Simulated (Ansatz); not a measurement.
**Si$_{9}$C$_{3}$N$_{8}$: short dynamics, then relaxation**

A packing of 20 atoms, thrown in at random and pushed apart as soft spheres with like charges further apart (3 C, 8 N, 9 Si) went through Langevin stages in a fixed cell of 12.02 Å³/atom, at one k point, without spin and with a Fermi–Dirac width of kT (0.05 eV at least). Theory: DFT PBE, scalar-relativistic, plane waves, PAW (Ansatz 0.2.0).

```
thermostat (K) duration (fs) friction (1/fs) cutoff (eV) mean T (K) mean P (GPa) mean square displacement (Å²)
          4000             48            0.030          320        5909          11.0                           0.84
          4000            500            0.030          420        3906          11.4                           2.05
          2880            500            0.030          420        3190           6.2                           1.87
          1600            500            0.030          420        1657           4.0                           1.21
           300            500            0.030          420         291           0.2                           0.06
```

Means run over the second half of a stage; pressure includes the kinetic part; displacements count from the stage's start, the atoms' common shift taken off. In so short a run the atoms moved about a bond length or less in the hot stages, so this is an annealed packing, not a quenched equilibrium liquid.

Cell and atoms were then relaxed on coarser meshes and computed once more: Settings: cutoff 420 eV, Γ-centred mesh 5×6×6 on the computed 20-atom cell, Gaussian smearing of 0.02 eV; no spin polarisation.

Question: What structure is left?

Answer: One draw of many: 12.04 Å³/atom with a gap on the mesh of 0.43 eV, 0.19 eV/atom below the elements' standard states (static lattices, no corrections for gases) (a random packing after short dynamics, relaxed).

Counting as bonded all pairs within 1.2 times the summed covalent radii:

| atom → neighbour | mean count | mean length (Å) | spread (Å) |
| --- | --- | --- | --- |
| C → N | 0.67 | 1.33 | 0.12 |
| C → Si | 3.00 | 1.93 | 0.10 |
| N → C | 0.25 | 1.33 | 0.12 |
| N → Si | 2.75 | 1.80 | 0.06 |
| Si → C | 1.00 | 1.93 | 0.10 |
| Si → N | 2.44 | 1.80 | 0.06 |
| Si → Si | 1.33 | 2.53 | 0.11 |

Angles between all pairs of such bonds at an atom (mean ± spread): 110 ± 20° at C, 118 ± 19° at N, 101 ± 29° at Si.

```
Si C N
1.0
     6.82283    0.14868   -0.33558
     0.12382    6.10730    0.02064
    -0.32955    0.01328    5.79705
Si C N
9 3 8
Cartesian
  4.2482 3.1591 4.9922
  4.5438 5.0865 1.9323
  0.8263 6.0066 4.7433
  1.8938 0.8130 1.1761
  2.4209 3.7629 0.4462
  2.1741 3.5717 3.3300
  4.0925 2.0209 2.3028
  6.1455 2.5919 1.2275
  0.0505 5.3274 1.9619
  1.2579 5.1382 0.5598
  2.3059 2.5193 4.8474
  5.0910 1.5878 4.0007
  1.7272 1.2366 5.2268
  2.3595 2.6446 1.8169
  0.2296 0.9975 1.8445
  1.0523 4.9026 3.3925
  3.9704 3.9698 3.3106
  3.4166 0.4163 2.0037
  5.9206 0.7097 4.1106
  4.0623 4.3699 0.4014
```

The final mesh leaves forces up to 0.16 eV/Å and stresses up to 0.4 GPa: the relaxation ran on a coarser mesh, so the cell's shape, its bonds and its energy belong partly to that mesh.

An odd mesh misses points on the zone edge, so a gap read on it can be too wide.

Cost: 6 runs of about 37 core-minutes in all (earlier runs that led there not counted), on Arm Neoverse V1 (shared hosts).